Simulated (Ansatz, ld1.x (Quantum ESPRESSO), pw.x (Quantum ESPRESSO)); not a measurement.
# What a changed setting does to a pw.x run (sc P)

Potential: norm-conserving RRKJ (Kleinman–Bylander form), ld1.x (Quantum ESPRESSO) 7.5, PBEsol; core [Ne], reference 3s2 3p3; waves: 3s (bound): rc 1.50 bohr; 3p (bound): rc 1.70 bohr; 3d channel at 0.05 Ry: rc 1.85 bohr; local part: all-electron potential smoothed inside 1.60 bohr (lloc = -2); core correction: none; rho0 0.02.

The reference run (k-mesh 13³, cutoffs 85/340 Ry, Fermi–Dirac 0.01 Ry, mixing_beta 0.4, conv_thr 1e-9, no spin) gives -0.05 GPa at 14.206 Å³/atom, where all-electron LAPW gives 0.21 GPa. This run, with its own iteration cap, changes mixing_ndim to 2.

```
&control
  calculation='scf', prefix='x', pseudo_dir='./', outdir='./tmp', tstress=.true., disk_io='none'
/
&system
  ibrav=0, nat=1, ntyp=1, ecutwfc=85, ecutrho=340, nbnd=9,
  occupations='smearing', smearing='fd', degauss=0.01
/
&electrons
  conv_thr=1e-09, mixing_beta=0.4, electron_maxstep=50, mixing_ndim=2
/
ATOMIC_SPECIES
P 1.0 P.UPF
CELL_PARAMETERS angstrom
  2.42190593 0.00000000 0.00000000
  0.00000000 2.42190593 0.00000000
  0.00000000 0.00000000 2.42190593
ATOMIC_POSITIONS crystal
P 0.0000 0.0000 0.0000
K_POINTS automatic
13 13 13 0 0 0
```

```bash
pw.x < P.scf.in > P.scf.out
```

Question: How does the run end?

Answer: It converges in 6 iterations; the free energy moves by +0.0 meV/atom and the pressure by +0.00 GPa. The result is that of the reference run.

```
Message from routine setup:
     using ibrav=0 with symmetry is DISCOURAGED, use correct ibrav instead
     lattice parameter (alat)  =       4.5767  a.u.
     unit-cell volume          =      95.8668 (a.u.)^3
     number of electrons       =         5.00
     number of Kohn-Sham states=            9
     kinetic-energy cutoff     =      85.0000  Ry
     charge density cutoff     =     340.0000  Ry
     scf convergence threshold =      1.0E-09
     Exchange-correlation= PBESOL
     number of k points=    84  Fermi-Dirac smearing, width (Ry)=  0.0100
     iteration #  1     ecut=    85.00 Ry     beta= 0.40
     total energy              =     -13.20069092 Ry
     estimated scf accuracy    <       0.00538890 Ry
     iteration #  2     ecut=    85.00 Ry     beta= 0.40
     total energy              =     -13.20056636 Ry
     estimated scf accuracy    <       0.00187309 Ry
     iteration #  3     ecut=    85.00 Ry     beta= 0.40
     total energy              =     -13.20057744 Ry
     estimated scf accuracy    <       0.00000178 Ry
     iteration #  4     ecut=    85.00 Ry     beta= 0.40
     total energy              =     -13.20057770 Ry
     estimated scf accuracy    <       0.00000006 Ry
     iteration #  5     ecut=    85.00 Ry     beta= 0.40
     total energy              =     -13.20057771 Ry
     estimated scf accuracy    <          2.3E-09 Ry
     iteration #  6     ecut=    85.00 Ry     beta= 0.40
     the Fermi energy is    11.4155 ev
!    total energy              =     -13.20057771 Ry
     estimated scf accuracy    <          8.6E-10 Ry
     smearing contrib. (-TS)   =      -0.00123638 Ry
     The total energy is F=E-TS. E is the sum of the following terms:
     one-electron contribution =       5.32586007 Ry
     hartree contribution      =       0.39751278 Ry
     xc contribution           =      -3.42424717 Ry
     ewald contribution        =     -15.49846701 Ry
     convergence has been achieved in   6 iterations
          total   stress  (Ry/bohr**3)                   (kbar)     P=       -0.53
     Message from routine punch:
     Nothing written, as per user request (disk_io='none')
```

The run took about 11 s on one core of a shared server CPU.
